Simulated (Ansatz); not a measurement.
# PBE0/aug-cc-pVTZ run of CF+ (SMILES [C+]F)

Aim: the vertical singlet–triplet gap of CF+ at PBE0/aug-cc-pVTZ, from 2 runs. 

The calculation is run with Ansatz 0.2.0.

2 further runs of the same task are left out: 2 set aside as unsound or not needed.

## (1) The molecule

CF+: 2 atoms, total charge +1, spin state singlet. SMILES: `[C+]F`. Geometry: relaxed at PBE0-D4/def2-TZVP.

Bond lengths: C1–F2 1.153 Å.

## (2) A single-point energy at PBE0/aug-cc-pVTZ

molecule.yaml

```yaml
crystal:
  periodic: [false, false, false]
  atoms:
    - symbol: C
      position_ang: [0.492270, -0.160830, 0.253170]
    - symbol: F
      position_ang: [-0.492270, 0.160830, -0.253170]
basis:
  gaussian:
    orbitals: aug-cc-pVTZ
total_charge: 1
hamiltonian:
  xc: {name: PBE0}
accuracy: high
output: {orbitals: {seedname: orbitals}}
```

Run with:

```sh
$ ansatz run molecule.yaml --threads 1 --pin off --max-ram 3480MiB --events-out events.jsonl --progress --plain --runs-dir runs
```

The log of the run:

```text
Warning: RAYON_NUM_THREADS=1 ignored (pool sized by the plan → 1); use --threads N
Functional definition: PBE0
  name "PBE0"
  parameter a = 0.25
  parameter kappa = 0.804
  parameter beta = 0.06672455060314922
  exchange = (1 - a)*pbe_x(kappa = kappa, mu = beta*pi^2/3) + a*exact_x
  correlation = pbe_c(beta = beta)
1257 factors; integrals over basis functions are off by at most 3.3e-9 eV
mean field evaluation 1: about -3729.7018 eV, gradient 7.9e1 eV
mean field evaluation 2: about -3691.8452 eV, gradient 1.7e2 eV
mean field evaluation 4: about -3737.3796 eV, gradient 2.6e0 eV
mean field evaluation 8: about -3737.3915 eV, gradient 4.5e-2 eV
mean field evaluation 16: about -3737.3915 eV, gradient 1.1e-7 eV
mean field -3737.39149296 eV, -137.3466040713 hartree, gradient 1.7e-8 eV, S^2 0.000000; 0 other end points of the search recorded, 0 dependent functions left out
reference -3737.39149491 eV, -137.3466041431 hartree; 7, 7 occupied and 85, 85 virtual orbitals, 1257 factors
Total energy: -3737.39149491 eV, -137.3466041431 hartree
```

It took 1.7 s on 1 thread of Arm Neoverse V2, shared host; peak memory 0.16 GiB.

## (3) The triplet

run.yaml

```yaml
crystal:
  periodic: [false, false, false]
  atoms:
    - {symbol: C, position_ang: [0.492270, -0.160830, 0.253170]}
    - {symbol: F, position_ang: [-0.492270, 0.160830, -0.253170]}
basis:
  gaussian:
    orbitals: aug-cc-pVTZ
total_charge: 1
magnetization:
  spin_polarized: true
  initial_magnetization: 2
hamiltonian:
  xc: {name: PBE0}
accuracy: high
output:
  orbitals: {seedname: orbitals}
```

Run with:

```sh
$ ansatz run run.yaml --threads 1 --pin off --max-ram 3480MiB --events-out events.jsonl --progress --plain --runs-dir runs
```

The log of the run:

```text
Warning: RAYON_NUM_THREADS=1 ignored (pool sized by the plan → 1); use --threads N
[... 7 set-up lines as earlier in the session ...]
1257 factors; integrals over basis functions are off by at most 3.3e-9 eV
mean field evaluation 1: about -3724.7305 eV, gradient 5.7e1 eV
mean field evaluation 2: about -3689.8570 eV, gradient 1.2e2 eV
mean field evaluation 4: about -3732.8976 eV, gradient 2.1e0 eV
mean field evaluation 8: about -3732.9158 eV, gradient 9.9e-2 eV
mean field evaluation 16: about -3732.9160 eV, gradient 2.5e-6 eV
mean field -3732.91602470 eV, -137.1821336463 hartree, gradient 3.6e-8 eV, S^2 2.007747; 0 other end points of the search recorded, 0 dependent functions left out
reference -3732.91602717 eV, -137.1821337370 hartree; 8, 6 occupied and 84, 86 virtual orbitals, 1257 factors
Total energy: -3732.91602717 eV, -137.1821337370 hartree
```

Wall time 2.6 s (1 thread of Arm Neoverse V2, shared host); peak memory 0.19 GiB.

## (4) Summary of results

Level: PBE0/aug-cc-pVTZ.

| quantity | value |
| --- | --- |
| singlet: total energy | -137.34660 Eh |
| singlet: HOMO energy | -21.94 eV |
| singlet: LUMO energy | -12.49 eV |
| singlet: HOMO–LUMO gap | 9.46 eV |
| triplet: total energy | -137.18213 Eh |
| triplet: HOMO energy (highest over α and β) | -17.00 eV |
| triplet: LUMO energy (lowest over α and β) | -16.22 eV |
| triplet: ⟨S²⟩ | 2.008 |
| vertical energy of the triplet above the singlet | 4.475 eV |

What this shows: At this shape the triplet lies 4.48 eV (103 kcal/mol) above the singlet.
